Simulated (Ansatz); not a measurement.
# MgNaH (singlet): from Hartree-Fock to the top rungs at distance Mg2–H3 = 1.925 Å, cc-pVTZ

One table from this session's results is given with a row withheld; the runs are named, their logs left out.

The runs use Ansatz 0.2.0, Gaussian basis; cc-pVTZ, core rule «outside noble gas», up to 10 orbitals frozen.

To be run: UHF; CCSD(T) on RHF; BCCD(T) on RHF; CCSDT(Q) on RHF; Full CI.

42 further runs of the same task are left out: 22 for a known fault of the program, 13 that didn't finish, 7 set aside as unsound or not needed.

## What is computed

The geometry derives from a PBE0/def2-TZVP stationary point (not a proven minimum). One bond is set to the value named and the two fragments are kept rigid.

3 atoms, charge 0, spin multiplicity 1.

Atoms are counted from 1 here; the program's logs count them from 0.

Bond lengths: Na1–Mg2 3.016 Å, Mg2–H3 1.925 Å. Angles: Na1–Mg2–H3 180.0°.

Coordinates:

```mol
HMgNa
  3D, bonds by distance, orders not assigned

  3  2  0  0  0  0  0  0  0  0999 V2000
    0.0000    0.0000   -2.6524 Na  0  0
    0.0000    0.0000    0.3637 Mg  0  0
    0.0000    0.0000    2.2887 H   0  0
  1  2  8  0
  2  3  8  0
M  END
```

The first run:

Contents of in.yaml:

```yaml
crystal:
  periodic: [false, false, false]
  atoms:
    - {symbol: Na, position_ang: [0.000000, 0.000000, -2.652400]}
    - {symbol: Mg, position_ang: [0.000000, 0.000000, 0.363700]}
    - {symbol: H, position_ang: [0.000000, 0.000000, 2.288700]}
basis:
  gaussian: {orbitals: cc-pVTZ}
magnetization: {spin_polarized: true, initial_magnetization: 0}
hamiltonian: {xc: hf}
output: {orbitals: {seedname: orbitals}}
```

Run with:

```
$ ansatz run in.yaml --threads 1 --pin off --events-out ev --progress --plain --max-ram 2393MiB
```

Among the steps run: UHF; CCSD(T) on RHF; BCCD(T) on RHF; CCSDT(Q) on RHF; Full CI.

One table of the session follows, with a row left open; its other results are not shown here.

It belongs to the step «Misses and costs». 

```
   method  from FCI (kcal/mol)
      RHF               +45.22
     RMP2               +11.95
    RCCSD                +0.88
 RCCSD(T)                +0.23
  BCCD(T)                +0.23
   RCCSDT                +0.03
RCCSDT(Q)                    ?
      FCI                    0
```

Estimate the missing values for RCCSDT(Q).

As computed: from FCI (kcal/mol): +0.01. In the column «from FCI (kcal/mol)» it lies between FCI (0) and RCCSDT (+0.03).
